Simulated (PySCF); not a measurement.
Compound: borane phosphine, BH6P.
SMILES: `[BH3-][PH3+]`

The closed-shell ground state was solved at several levels (PySCF, density fitting, gas phase, non-relativistic). Geometry: PBE0-D3(BJ)/def2-TZVP; no solvent, vibrations or thermal averaging.

| level | basis functions | HOMO (eV) | LUMO (eV) | gap (eV) | dipole (D) |
| --- | --- | --- | --- | --- | --- |
| KT3/pcSseg-2 | 163 | -7.41 | -0.79 | 6.62 | 3.87 |
| PBE0/pcSseg-2 | 163 | -8.60 | 0.07 | 8.67 | 4.09 |
| B97-2/pcSseg-2 | 163 | -8.36 | 0.08 | 8.44 | 4.07 |
| wB97X-D/aug-cc-pVTZ | 234 | -10.52 | 0.59 | 11.11 | 4.09 |
| wB97X-D/pcSseg-2 | 163 | -10.52 | 1.79 | 12.31 | 4.19 |
| CAM-B3LYP/aug-cc-pVTZ | 234 | -10.03 | -0.08 | 9.95 | 4.10 |

(1) Estimate the row for PBE0/aug-cc-pVTZ, a basis of 234 functions; the other rows only guide the guess.

(2) Over all these levels, which gives the widest orbital gap and which the narrowest?

(3) In the pcSseg-2 basis, how does the gap go with the fixed share of exact exchange?

(4) How far do the dipole and the HOMO energy spread over the levels?

Results:

(1) HOMO -8.60 eV, LUMO -0.49 eV, gap 8.11 eV, dipole 3.99 D.

(2) wB97X-D/pcSseg-2 (range-separated hybrid) has the widest, 12.31 eV, and KT3/pcSseg-2 (GGA) the narrowest, 6.62 eV. The two share the basis. From the narrowest to the widest the HOMO moves by -3.11 eV and the LUMO by +2.58 eV.

(3) KT3 (0 %) 6.62 eV; B97-2 (21 %) 8.44 eV; PBE0 (25 %) 8.67 eV. Each rise in the share widens the gap here.

(4) The dipole runs from 3.87 to 4.19 D (mean 4.06 D) and the HOMO from -10.52 to -7.41 eV.
